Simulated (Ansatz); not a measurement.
A calculation with Ansatz (development build ahead of 0.2.0).

```yaml
crystal:
  periodic: [false, false, false]
  atoms:
    - { symbol: C, position_ang: [-1.3687, 0.12863, 0.47594] }
    - { symbol: C, position_ang: [-0.11877, 0.01662, 0.04879] }
    - { symbol: C, position_ang: [0.91647, -0.78669, 0.79388] }
    - { symbol: C, position_ang: [0.36357, 0.68496, -1.21297] }
    - { symbol: H, position_ang: [-2.10617, 0.70778, -0.06672] }
    - { symbol: H, position_ang: [-1.70481, -0.35714, 1.38402] }
    - { symbol: H, position_ang: [0.50176, -1.25147, 1.68749] }
    - { symbol: H, position_ang: [1.32705, -1.57579, 0.15792] }
    - { symbol: H, position_ang: [1.75444, -0.15162, 1.09485] }
    - { symbol: H, position_ang: [-0.42718, 1.25154, -1.70362] }
    - { symbol: H, position_ang: [1.19074, 1.3663, -0.99668] }
    - { symbol: H, position_ang: [0.74208, -0.0571, -1.9207] }
basis:
  gaussian: { orbitals: def2-SVP }
magnetization:
  spin_polarized: true
  initial_magnetization: 2
hamiltonian:
  xc: hf
correlation:
  method: mp2
  frozen_orbitals: { C: 1, H: 0 }
output:
  forces: true
```

The input is written out in the form of the current development build from the run's settings.

Results

```yaml
Converged: yes
Reference_energy: -155.86987 hartree
Correlation_energy: -0.51654 hartree
Total_energy: -156.38641 hartree
Spin_squared_of_the_determinant: 2.022
Stability_test: minimum
```

Forces (eV/Å):
```tsv
atom	Fx	Fy	Fz
C1	-10.322	0.933	3.532
C2	11.038	-0.999	-3.783
C3	-0.774	0.537	-0.460
C4	-0.401	-0.432	0.860
H5	-0.203	0.076	-0.025
H6	-0.160	-0.048	0.149
H7	-0.106	-0.149	0.285
H8	0.233	-0.328	-0.190
H9	0.388	0.167	0.155
H10	-0.230	0.176	-0.152
H11	0.348	0.299	-0.011
H12	0.189	-0.233	-0.360
```

Caution: another spin multiplicity may lie lower.
